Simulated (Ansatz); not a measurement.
A nudged elastic band was laid between two geometries of C₂H₂FNO (7 atoms, charge 0, multiplicity 1).

All numbers below come from Ansatz, RKS PBE0/def2-SVP.

- movable images: 9
- climbing image: yes
- spring: 5.0 eV/Å²
- optimiser: quadratic models (default)
- start path: IDPP
- force threshold: 0.05 eV/Å
- iteration limit: 59
- end points: relaxed

Initial state:

```xyz
7
Properties=species:S:1:pos:R:3
N -1.322 -0.362 0.320
C -0.135 0.037 0.373
F 0.467 0.500 1.461
C 0.743 0.023 -0.845
O 1.881 0.394 -0.835
H -1.792 -0.292 1.228
H 0.219 -0.369 -1.748
```

Final state:

```xyz
7
Properties=species:S:1:pos:R:3
N -1.363 -0.377 0.291
C -0.179 0.015 0.345
F 0.423 0.476 1.451
C 0.768 0.033 -0.831
O 0.454 -0.330 -1.925
H -1.828 -0.305 1.202
H 1.787 0.418 -0.579
```

Task: Which bonds break or form, and what moves?

Result: No bond is made or broken. The dihedral F3–C2–C4–O5 goes from 0 to -180°.

Task: What energy profile does the band end with?

Result: It converged. The highest image is number 5 of 0 to 10, 29.1 kJ/mol above the first end and 17.5 kJ/mol above the last; the last end lies 11.5 kJ/mol above the first. A vibrational analysis at the climbing image gives one clearly imaginary mode, 139i cm⁻¹: a first-order saddle point.

| image | path coordinate (Å) | energy (kJ/mol) | dihedral F3–C2–C4–O5 (°) |
| --- | --- | --- | --- |
| 0 | 0.00 | 0.0 | 0 |
| 1 | 0.36 | 2.9 | -17 |
| 2 | 0.72 | 10.3 | -35 |
| 3 | 1.09 | 19.4 | -54 |
| 4 | 1.45 | 26.5 | -73 |
| 5 | 1.81 | 29.1 | -93 |
| 6 | 2.15 | 27.0 | -111 |
| 7 | 2.48 | 22.3 | -129 |
| 8 | 2.82 | 17.0 | -146 |
| 9 | 3.15 | 13.0 | -163 |
| 10 | 3.49 | 11.5 | -180 |

Task: What is the geometry of the highest image?

Result: 
```xyz
7
Properties=species:S:1:pos:R:3:forces:R:3
N -1.315 0.447 0.329 -0.03 0.01 0.01
C -0.162 -0.019 0.366 0.03 -0.01 -0.01
F 0.436 -0.516 1.457 0.00 0.00 -0.01
C 0.737 -0.113 -0.849 0.01 -0.03 0.02
O 1.461 0.779 -1.184 -0.01 0.01 0.00
H -1.772 0.433 1.245 -0.01 0.00 0.00
H 0.675 -1.080 -1.409 -0.01 0.01 0.00
```

Task: What are the harmonic wavenumbers there?

Result: 139i, 288, 292, 497, 721, 913, 920, 993, 1053, 1299, 1410, 1867, 1905, 2949, 3539 cm⁻¹.

The band took 6 iterations and of the order of 90 core-seconds.

Time of the run: 89 s on 1 thread of Intel(R) Xeon(R) 6975P-C (Granite Rapids) (shared host), peak memory 0.17 GiB.
